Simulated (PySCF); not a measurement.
Structure with atom numbers: `[O:1]=[C:2]([OH:3])[CH:4]([F:5])[F:6]` (H(Xn): hydrogen on atom n).

GIAO PBE0/pcSseg-1 shifts (PySCF 2.14.0 with density-fitted response routines, gas phase, non-relativistic, equivalent atoms averaged), each against references optimised in the same way as the molecule (H2O, TMS, CFCl3).

On the GFN2-xTB geometry: O1 439.2, O3 200.0, C2 166.8, C4 113.9, F5/F6 -147.2, H(O3) 6.57, H(C4) 6.24 ppm.

Question: What changes on the PBE0-D3(BJ)/def2-SVP geometry?

Answer: 
| atoms | δ (ppm) | change |
| --- | --- | --- |
| O1 | 439.5 | +0.3 |
| O3 | 206.7 | +6.7 |
| C2 | 168.0 | +1.2 |
| C4 | 110.0 | -3.9 |
| F5/F6 | -147.6 | -0.4 |
| H(O3) | 6.10 | -0.47 |
| H(C4) | 5.78 | -0.46 |

Unscaled 19F shifts against computed CFCl3 carry errors that often reach 10 to 50 ppm.

Bonds between heavy atoms that differ most (equivalent bonds averaged): C2–C4 1.546 → 1.531 Å, C4–F5 1.347 → 1.340 Å, O1–C2 1.191 → 1.196 Å, C2–O3 1.326 → 1.329 Å. Mean change of bonds to hydrogen: O–H -0.002 Å, C–H +0.004 Å. The two structures also differ in conformation, which adds to the changes.
